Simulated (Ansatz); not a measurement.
Single points on Li3H3.

```yaml
crystal:
  periodic: [false, false, false]
  atoms:
    - {symbol: Li, position_ang: [0.120371, -1.761872, 0.142091]}
    - {symbol: Li, position_ang: [0.004896, 0.708726, -1.624020]}
    - {symbol: Li, position_ang: [-0.092756, 0.580016, 0.817850]}
    - {symbol: H, position_ang: [-0.828639, -0.509252, -0.658709]}
    - {symbol: H, position_ang: [0.332666, 1.880408, -0.331688]}
    - {symbol: H, position_ang: [0.463452, -0.898026, 1.654486]}
basis:
  gaussian: {orbitals: def2-TZVPD, initial_orbitals: start.molden}
hamiltonian: {xc: r2scan, dispersion: d4}
scf: {omitted_lower_state_checks: [starts]}
output: {orbitals: {seedname: orbitals}}
```

The file start.molden holds the orbitals of an earlier run on this structure, at another level or in another basis.

```sh
$ ansatz run in.yaml --threads 4 --pin off --events-out ev --progress --plain --max-ram 3916MiB
```

Shortened log:

```
Functional definition: r2SCAN
648 factors; their error is unknown
mean field evaluation 1: about -662.2151 eV, gradient 3.4e0 eV
mean field evaluation 2: about -662.2334 eV, gradient 1.7e-2 eV
mean field evaluation 4: about -662.2302 eV, gradient 1.3e-5 eV
mean field -662.23019916 eV, -24.3365109436 hartree, gradient 7.1e-5 eV, S^2 0.000000; 0 other end points of the search recorded, 0 dependent functions left out
reference -662.23022921 eV, -24.3365120477 hartree; 6, 6 occupied and 72, 72 virtual orbitals, 648 factors
Total energy: -662.24954036 eV, -24.3372217194 hartree
Checks for a lower state left out: starts
```

It took 0.85 s on 4 threads of Arm Neoverse V1 on a shared host.

As the first input, with `gaussian: {orbitals: "def2-TZVPPD.json", initial_orbitals: start.molden}`, `correlation: {method: ccsd_t}` and without the key `hamiltonian` (abridged; 1.8 s):

```
Functional definition: HF
mean field -655.50351776 eV, -24.0893099616 hartree, gradient 3.0e-6 eV, S^2 0.000000
second order -4.93606296 eV of doubles, -0.00000000 eV of singles
cycle   1  -5.68893960 eV  change   -7.5e-1 eV  update   5.5e-2
cycle   2  -5.93568419 eV  change   -2.5e-1 eV  update   1.8e-2
cycle   3  -5.93201491 eV  change    3.7e-3 eV  update   3.6e-3
cycle   4  -5.93068023 eV  change    1.3e-3 eV  update   1.5e-3
cycle   5  -5.93145372 eV  change   -7.7e-4 eV  update   5.7e-4
cycle   6  -5.93164462 eV  change   -1.9e-4 eV  update   1.9e-4
cycle   7  -5.93162482 eV  change    2.0e-5 eV  update   6.4e-5
cycle   8  -5.93160927 eV  change    1.6e-5 eV  update   2.3e-5
cycle   9  -5.93160826 eV  change    1.0e-6 eV  update   7.9e-6
perturbative correction -0.03201067 eV, -0.0011763704 hartree
Total energy: -661.46713669 eV, -24.3084689148 hartree
Checks for a lower state left out: starts
```

First input, but with `gaussian: {orbitals: def2-TZVPD}`, `hamiltonian: {xc: pbe0, dispersion: d4}` and without the key `scf` (abridged; 0.45 s):

```
Functional definition: PBE0
mean field -661.01666907 eV, -24.2919145350 hartree, gradient 5.8e-5 eV, S^2 0.000000
Total energy: -661.07869785 eV, -24.2941940508 hartree
```

First input, but with `hamiltonian: {xc: pbe, dispersion: d4}` (abridged; 0.4 s):

```
Functional definition: PBE
mean field -660.51783760 eV, -24.2735828168 hartree, gradient 3.2e-5 eV, S^2 0.000000
Total energy: -660.59137037 eV, -24.2762850961 hartree
Checks for a lower state left out: starts
```

Geometry: PBE-D4/def2-TZVPD, that of the charge -1 doublet.

Correlated methods freeze no core orbitals; core or outer-core shells of Li are correlated, in sets that lack core-valence functions. The structure comes from a short search, and lower isomers may exist.
